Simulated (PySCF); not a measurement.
A geometry optimisation on `C/C(F)=C\C#N`.

Computed with PBE0-D3(BJ)/def2-SVP geometry optimisation, gas phase (PySCF 2.14.0). Start geometry: GFN2-xTB. A driver script takes a list of jobs; this job's settings line and coordinates (Å) are shown.

Input:
```
{"job": {"xc": "PBE0", "basis": "def2-SVP", "d3": "d3bj", "grid": 1, "kind": "geom"}, "charge": 0, "multiplicity": 1}
C     -1.259132     0.341335     0.110943
C     -0.199226    -0.694709     0.151697
F     -0.659264    -1.926939     0.436051
C      1.109278    -0.539830    -0.057788
C      1.675541     0.709111    -0.360789
N      2.156162     1.719842    -0.610854
H     -0.831841     1.311272    -0.124008
H     -2.003577     0.075909    -0.639972
H     -1.767664     0.387333     1.074149
H      1.788606    -1.378670    -0.001956
```

Output:
```
step   0  E = -308.82015342  max force = 0.031409
step   1  E = -308.82151799  max force = 0.003016
step   2  E = -308.82164099  max force = 0.002142
step   3  E = -308.82168822  max force = 0.000886
step   4  E = -308.82169578  max force = 0.000639
step   5  E = -308.82170323  max force = 0.000638
step   6  E = -308.82170808  max force = 0.000464
step   7  E = -308.82171022  max force = 0.000449
optimisation converged
```

Energies in Eh; «max force» is the largest Cartesian gradient component in Eh/bohr.

Problem. Give the first gradient maximum in eV/Å.

Solution. With 1 Eh/bohr = 51.422 eV/Å, 1.615 eV/Å.

Problem. How much energy does the optimisation release, in kcal/mol?

Solution. E(step 0) − E(last step) = 0.001557 Eh, which is 1.0 kcal/mol.

In short: final energy -308.82171 Eh after 7 steps; dipole 3.23 D.

Problem. How long does this job take on an Arm Neoverse V1 with one thread (shared host)?

Solution. About 26 s.
Labels such as C1 count atoms from 1, the log's own numbers from 0.
